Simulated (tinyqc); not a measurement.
Worked calculation: CCD on RHF in the sto-3g basis, frozen core, for H2O, spin multiplicity 1. One step of it, computed by the program tinyqc.

Question. CCD: starting amplitudes. t_ij^ab = <ij||ab> / (e_i + e_j - e_a - e_b), whose energy is MP2.

orbital energies (hartree): MO1 -20.227098, MO2 -1.220541, MO3 -0.599136, MO4 -0.410878, MO5 -0.375201, MO6 0.508363, MO7 0.706370

Two-electron integrals over orbitals (pq|rs), unique and non-zero (hartree); the lowest 1 orbital is frozen and left out:
```
(22|22) 0.719685    (32|32) 0.139500    (33|22) 0.623743    (33|33) 0.608885
(42|22) -0.010296   (42|33) 0.005454    (42|42) 0.129500    (43|32) 0.025934
(43|43) 0.047828    (44|22) 0.680808    (44|33) 0.583257    (44|42) -0.103881
(44|44) 0.767944    (52|52) 0.147497    (53|53) 0.027053    (54|52) -0.042290
(54|54) 0.051737    (55|22) 0.749830    (55|33) 0.610484    (55|42) -0.069165
(55|44) 0.723719    (55|55) 0.880159    (62|22) 0.135044    (62|33) 0.064425
(62|42) 0.026162    (62|44) 0.086839    (62|55) 0.152770    (62|62) 0.096306
(63|32) -0.048572   (63|43) -0.034444   (63|63) 0.082630    (64|22) 0.106116
(64|33) 0.041702    (64|42) -0.023426   (64|44) 0.120818    (64|55) 0.122858
(64|62) 0.065020    (64|64) 0.072095    (65|52) 0.058264    (65|54) 0.001032
(65|65) 0.036730    (66|22) 0.588047    (66|33) 0.553420    (66|42) 0.057213
(66|44) 0.536843    (66|55) 0.569902    (66|62) 0.084383    (66|64) 0.044502
(66|66) 0.576698    (72|32) 0.049335    (72|43) -0.028436   (72|63) 0.032017
(72|72) 0.065928    (73|22) 0.156629    (73|33) 0.090546    (73|42) -0.068657
(73|44) 0.162945    (73|55) 0.198289    (73|62) 0.076269    (73|64) 0.080677
(73|66) 0.038854    (73|73) 0.151620    (74|32) -0.070468   (74|43) -0.001780
(74|63) 0.050057    (74|72) -0.017903   (74|74) 0.064368    (75|53) 0.024035
(75|75) 0.025713    (76|32) 0.098956    (76|43) 0.053563    (76|63) -0.075643
(76|72) -0.002911   (76|74) -0.056790   (76|76) 0.120685    (77|22) 0.620753
(77|33) 0.596871    (77|42) -0.020432   (77|44) 0.604921    (77|55) 0.626015
(77|62) 0.067486    (77|64) 0.047007    (77|66) 0.552885    (77|73) 0.105806
(77|77) 0.615808
```

Give: Starting amplitudes; correlation energy.

Answer.

Starting amplitudes (spin orbitals 1a, 1b, ...; amplitudes related by a flip of all spins are not repeated):
```
from      to        t
3a 3b  7a 7b  -0.0581
4a 4b  6a 6b  -0.0392
3a 3b  6a 6b  -0.0373
3a 4b  6b 7a   0.0363
4a 4b  7a 7b  -0.0288
2a 2b  6a 6b  -0.0279
2a 3b  6a 7b  -0.0251
2a 4b  6a 6b  -0.0246
3a 4b  6a 7b  -0.0225
5a 5b  6a 6b  -0.0208
2a 2b  7a 7b  -0.0171
2a 3a  6a 7a  -0.0146
3a 4a  6a 7a   0.0138
5a 5b  7a 7b  -0.0119
2a 3b  6b 7a   0.0106
2a 4b  7a 7b   0.0059
```

correlation energy = -0.039598 hartree
